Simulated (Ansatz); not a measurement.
2H WSe2 was calculated with PBEsol+SOC (Ansatz, a program for electronic structure, PAW).

Run with plane-wave cutoff 520 eV, 12×12×4 k mesh (along the axes of the cell as run), Fermi–Dirac smearing 0.01 eV, PAW data made under PBE.

Cell (relaxed at this level):

WSe$_{2}$ is taken in the hexagonal space group P6₃/mmc (No. 194), Pearson symbol hP6. Conventional cell: a = b = 3.270 Å, c = 13.218 Å, α = β = 90.00°, γ = 120.00°. W on 2c has 6 Se at 2.524 Å (trigonal prismatic). Se on 4f is coordinated by 3 W at 2.524 Å (trigonal pyramidal). (Neighbours: up to the widest gap in distance over summed covalent radii, below 1.35, at either atom; cation-cation and far metal-metal contacts left out.)

Problem. Give the computed bulk modulus, band gap, smallest direct gap on the k points sampled and Γ–Γ gap.

Solution. 
bulk modulus: 23.5 GPa
band gap: 0.94 eV (indirect)
smallest direct gap on the k points sampled: 1.38 eV
Γ–Γ gap: 2.56 eV

Measured, for comparison: bulk modulus 72 ± 1 GPa (room temperature, no zero-point or thermal correction; as tabulated in High-Pressure X-ray Diffraction Study of Tungsten Diselenide, J. Phys. Chem. …). Computed (rounded) less measured: bulk modulus -67 %.

Note: the cell comes from a level without a dispersion term, which matters for the spacing of layers, chains or molecules; the bulk modulus comes from volumes at which shape and atoms were relaxed; the cell has widely spaced layers and the level no dispersion term, so their spacing and the moduli can rest on weak binding.

It cost roughly 110 core-minutes of CPU time.
